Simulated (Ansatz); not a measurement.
Tetragonal perovskite BaTiO3 (room-temperature form, which distorts further on cooling)

Calculation: PBE (PAW; Ansatz, a quantum-chemistry and plane-wave program).

Settings: plane-wave cutoff 520 eV, 6×6×6 k mesh, perturbation theory, no spin polarisation, scalar-relativistic PAW data made under PBE.

Cell (relaxed at this level):

```cif
data_BaO3Ti
_chemical_formula_sum 'Ba1 Ti1 O3'
_space_group_name_H-M_alt 'P 1'
_space_group_IT_number 1
_cell_length_a 3.98535
_cell_length_b 3.98535
_cell_length_c 4.20205
_cell_angle_alpha 90.000
_cell_angle_beta 90.000
_cell_angle_gamma 90.000
loop_
_space_group_symop_operation_xyz
  'x, y, z'
loop_
_atom_site_label
_atom_site_type_symbol
_atom_site_fract_x
_atom_site_fract_y
_atom_site_fract_z
_atom_site_occupancy
Ba1 Ba 0.00000 0.00000 0.01206 1
Ti1 Ti 0.50000 0.50000 0.52933 1
O1 O 0.50000 0.50000 0.96053 1
O2 O 0.00000 0.50000 0.48104 1
O3 O 0.50000 0.00000 0.48104 1
```

For tetragonal perovskite BaTiO3 (room-temperature form, which distorts further on cooling), the electronic dielectric constant ε∞ (mean over three axes) is 5.81.

Measured, for comparison: high-frequency dielectric constant 5.15 (room temperature, copied from a table, unchecked, long-wavelength limit of the electronic terms of a dispersion formula fitted to measured refractive indices over 0.4-0.7 um; lattice terms left out, mean of the two values across and the one along c; as tabulated in Wemple et al. (1968), doi:10.1016/0022-3697(68)90164-9). Computed (rounded) less measured: high-frequency dielectric constant not scored (unchecked).

Note: the relaxation could not lower the start's symmetry, so the cell can be a saddle point above a distorted one; the run finds an imaginary mode (131i cm⁻¹), so the cell is a saddle point at this level.

Spin–orbit coupling is not included.
